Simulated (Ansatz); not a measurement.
Si3, 3 atoms. Hardware: 2 threads of Arm Neoverse V2 on a shared host.

Correlated methods freeze 15 core orbitals.

(1) How many basis functions does each of these Ansatz runs have, and roughly what does it cost? PBE-D4/def2-TZVP, charge 0 quintet, energy, from earlier orbitals; HSE06-D4/def2-TZVP, charge 1 doublet at the geometry of the charge 0 singlet, energy, from earlier orbitals; PBE-D4/def2-TZVP, charge 0 singlet, energy and forces, from earlier orbitals; CCSD(T)/def2-TZVPP, charge 1 doublet at the geometry of the charge 0 singlet, energy, from earlier orbitals; BHLYP-D4/def2-TZVP, charge 0 triplet, energy, from earlier orbitals; HF/def2-TZVP, charge 1 doublet at the geometry of the charge 0 singlet, energy, from earlier orbitals; r2SCAN-D4/def2-TZVP, charge 0 triplet, energy, from earlier orbitals; r2SCAN0-D4/def2-TZVP, charge 1 doublet at the geometry of the charge 0 singlet, energy, from earlier orbitals; B2PLYP/def2-TZVP, charge 0 triplet, energy, from earlier orbitals; LC-ωPBE (ω = 0.20 bohr⁻¹)/def2-TZVP, charge 1 doublet at the geometry of the charge 0 singlet, energy, from earlier orbitals; r2SCAN-D4/def2-TZVP, charge 0 quintet, energy, from earlier orbitals; r2SCANh-D4/def2-TZVP, charge 0 triplet, energy, from earlier orbitals.

Results:

(1) Other jobs shared the machine, so times can vary by a factor of up to 3. A dash marks memory too small to be measured apart from the calling script's.

```json
{"run": "PBE-D4/def2-TZVP, charge 0 singlet, energy and forces, from earlier orbitals", "functions": "111", "fitting or Cholesky vectors": "756", "wall time": "0.95 s", "peak host memory (GiB)": "–"}
{"run": "BHLYP-D4/def2-TZVP, charge 0 triplet, energy, from earlier orbitals", "functions": "111", "fitting or Cholesky vectors": "834", "wall time": "2.1 s", "peak host memory (GiB)": "–"}
{"run": "PBE-D4/def2-TZVP, charge 0 quintet, energy, from earlier orbitals", "functions": "111", "fitting or Cholesky vectors": "756", "wall time": "2.3 s", "peak host memory (GiB)": "–"}
{"run": "HSE06-D4/def2-TZVP, charge 1 doublet at the geometry of the charge 0 singlet, energy, from earlier orbitals", "functions": "111", "fitting or Cholesky vectors": "804", "wall time": "2.6 s", "peak host memory (GiB)": "–"}
{"run": "B2PLYP/def2-TZVP, charge 0 triplet, energy, from earlier orbitals", "functions": "111", "fitting or Cholesky vectors": "665", "wall time": "3.7 s", "peak host memory (GiB)": "–"}
{"run": "r2SCAN-D4/def2-TZVP, charge 0 triplet, energy, from earlier orbitals", "functions": "111", "fitting or Cholesky vectors": "756", "wall time": "3.9 s", "peak host memory (GiB)": "–"}
{"run": "r2SCANh-D4/def2-TZVP, charge 0 triplet, energy, from earlier orbitals", "functions": "111", "fitting or Cholesky vectors": "756", "wall time": "4.4 s", "peak host memory (GiB)": "–"}
{"run": "LC-ωPBE (ω = 0.20 bohr⁻¹)/def2-TZVP, charge 1 doublet at the geometry of the charge 0 singlet, energy, from earlier orbitals", "functions": "111", "fitting or Cholesky vectors": "756", "wall time": "4.6 s", "peak host memory (GiB)": "–"}
{"run": "r2SCAN-D4/def2-TZVP, charge 0 quintet, energy, from earlier orbitals", "functions": "111", "fitting or Cholesky vectors": "756", "wall time": "4.6 s", "peak host memory (GiB)": "–"}
{"run": "HF/def2-TZVP, charge 1 doublet at the geometry of the charge 0 singlet, energy, from earlier orbitals", "functions": "111", "fitting or Cholesky vectors": "924", "wall time": "4.8 s", "peak host memory (GiB)": "–"}
{"run": "r2SCAN0-D4/def2-TZVP, charge 1 doublet at the geometry of the charge 0 singlet, energy, from earlier orbitals", "functions": "111", "fitting or Cholesky vectors": "804", "wall time": "12 s", "peak host memory (GiB)": "–"}
{"run": "CCSD(T)/def2-TZVPP, charge 1 doublet at the geometry of the charge 0 singlet, energy, from earlier orbitals", "functions": "126", "fitting or Cholesky vectors": "755", "wall time": "18 s", "peak host memory (GiB)": "0.95"}
```
